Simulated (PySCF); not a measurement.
# Frontier orbitals and the lowest excitations

H3O3P.
Structure used (PBE0-D3(BJ)/def2-SVP), in Å, numbered top down from 1:
```xyz
7
H3O3P angstrom
O      0.5227   -0.6684   -1.4999
P     -0.1206   -0.3556   -0.2127
O     -1.0292    0.9758   -0.2124
O      0.8857   -0.1000    1.0355
H     -0.9763   -1.3412    0.3228
H     -0.9823    1.4532    0.6255
H      1.7984   -0.0560    0.7182
```

Level of theory: TDDFT CAM-B3LYP/def2-SVPD, vertical, gas phase, core orbitals frozen in the response in PySCF 2.14.0, density-fitted response routines.

Kohn–Sham orbitals with the atoms that hold most of them (Löwdin shares over 4%, at most four atoms; ? is withheld):

```json
{"orbital": "LUMO+2", "ε (eV)": "1.82", "atoms": "H5 38%, P2 19%, O4 18%, O3 12%"}
{"orbital": "LUMO+1", "ε (eV)": "1.31", "atoms": "O4 31%, O3 22%, H7 14%, H6 13%"}
{"orbital": "LUMO", "ε (eV)": "0.65", "atoms": "O4 26%, O3 24%, P2 16%, H6 14%"}
{"orbital": "HOMO", "ε (eV)": "?", "atoms": "?"}
{"orbital": "HOMO-1", "ε (eV)": "-10.63", "atoms": "?"}
{"orbital": "HOMO-2", "ε (eV)": "-11.78", "atoms": "O3 43%, O1 22%, P2 13%, H5 10%"}
{"orbital": "HOMO-3", "ε (eV)": "-12.05", "atoms": "O4 54%, O3 34%, P2 5%"}
```

(1) Which atoms hold the HOMO-1, and with what shares?

(2) Which atoms hold the HOMO, and with what shares?

(3) What is the HOMO energy, and the HOMO–LUMO gap?

Answers

(1) O1 (bonded to P) 74%; P2 (bonded to 3 O and H) 12%; O4 (bonded to P and H) 8%; O3 (bonded to P and H) 5%. By element: oxygen 87%, phosphorus 12%.

(2) O1 (bonded to P) 69%; P2 (bonded to 3 O and H) 16%; H5 (bonded to P) 6%; O4 (bonded to P and H) 6%. By element: oxygen 75% or more, phosphorus 16%, hydrogen 6% or more.

(3) ε(HOMO) = -10.43 eV; the gap is 11.08 eV (0.4073 hartree).

Problem. The HOMO–LUMO gap is 11.08 eV. Where does the response calculation put the lowest singlet, and from which orbitals?

Solution. S1 is at 8.13 eV (f = 0.053), 2.95 eV below the gap, made of HOMO→LUMO (60%), HOMO-1→LUMO (28%). Without the coupling terms of the response equations the lowest excitation would equal the gap.

Next come S2 at 8.22 eV (f 0.017), HOMO-1→LUMO (56%), HOMO→LUMO (24%); S3 at 8.38 eV (f 0.013), HOMO→LUMO+1 (54%), HOMO→LUMO+3 (12%); S4 at 8.71 eV (f 0.0057), HOMO-1→LUMO+1 (27%), HOMO→LUMO+1 (12%), HOMO-1→LUMO+3 (12%); S5 at 8.91 eV (f 0.014), HOMO-1→LUMO+3 (28%), HOMO-2→LUMO (27%), HOMO-3→LUMO (10%).

Löwdin shares depend on the basis, the more so with diffuse functions.

On Arm Neoverse V1, one thread, on a shared host, this took 32 s of wall time and 0.51 GiB of memory at its peak.

One conformer stands for the species.
